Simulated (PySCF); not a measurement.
Q: What does the GFN2-xTB structure of `CCCCC` (pentane) look like in three dimensions?

A: 
```
atom  x, y, z in Å
C1    -2.528   -0.286    0.303
C2    -1.231    0.432    0.652
C3    -0.016   -0.248    0.026
C4     1.285    0.472    0.375
C5     2.498   -0.204   -0.251
H6    -3.379    0.215    0.759
H7    -2.677   -0.303   -0.774
H8    -2.503   -1.313    0.660
H9    -1.282    1.467    0.304
H10   -1.110    0.455    1.738
H11    0.039   -1.282    0.375
H12   -0.135   -0.271   -1.060
H13    1.226    1.507    0.029
H14    1.401    0.494    1.462
H15    2.411   -0.216   -1.335
H16    3.410    0.325    0.015
H17    2.583   -1.232    0.096
```

Orientation and origin are arbitrary. Atoms count from 1 in this order. The 5 heavy atoms lie in one plane (0.001 Å rms). All 4 C–C bonds measure 1.523 to 1.527 Å.

Bonds between heavy atoms (Å): C1–C2 1.523, C2–C3 1.527, C3–C4 1.527, C4–C5 1.524.

The geometry is computed with GFN2-xTB (gas phase).

Point group: C2v (every atom within 0.08 Å of its image). No GFN2-xTB frequencies stand behind this structure, so it isn't proved a minimum. One conformer, not necessarily the lowest (C1–C2–C3–C4 180°, C2–C3–C4–C5 180°).
